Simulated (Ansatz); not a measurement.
Computed with Ansatz.

A structure relaxed at PBE0-D4/def2-TZVP, charge 0, multiplicity 1:

```json
{"atom": "S1", "x (Å)": "-0.437", "y (Å)": "1.940", "z (Å)": "-0.536"}
{"atom": "C2", "x (Å)": "0.489", "y (Å)": "0.507", "z (Å)": "0.112"}
{"atom": "N3", "x (Å)": "-0.320", "y (Å)": "-0.339", "z (Å)": "0.969"}
{"atom": "C4", "x (Å)": "-0.249", "y (Å)": "-1.335", "z (Å)": "-0.098"}
{"atom": "O5", "x (Å)": "0.713", "y (Å)": "-0.551", "z (Å)": "-0.802"}
{"atom": "H6", "x (Å)": "0.635", "y (Å)": "2.661", "z (Å)": "-0.901"}
{"atom": "H7", "x (Å)": "1.423", "y (Å)": "0.878", "z (Å)": "0.542"}
{"atom": "H8", "x (Å)": "-1.241", "y (Å)": "0.020", "z (Å)": "1.180"}
{"atom": "H9", "x (Å)": "0.162", "y (Å)": "-2.302", "z (Å)": "0.206"}
{"atom": "H10", "x (Å)": "-1.175", "y (Å)": "-1.479", "z (Å)": "-0.672"}
```

Problem. Give its formula and SMILES.

Solution. C2H5NOS, `SC1NCO1`.

Problem. Summarise the bond lengths by kind.

Solution. 1 × C–S 1.825 Å; 1 × H–S 1.342 Å; 2 × C–N 1.451 to 1.461 Å; 2 × C–O 1.417 to 1.427 Å; 3 × C–H 1.093 to 1.098 Å; 1 × H–N 1.011 Å.
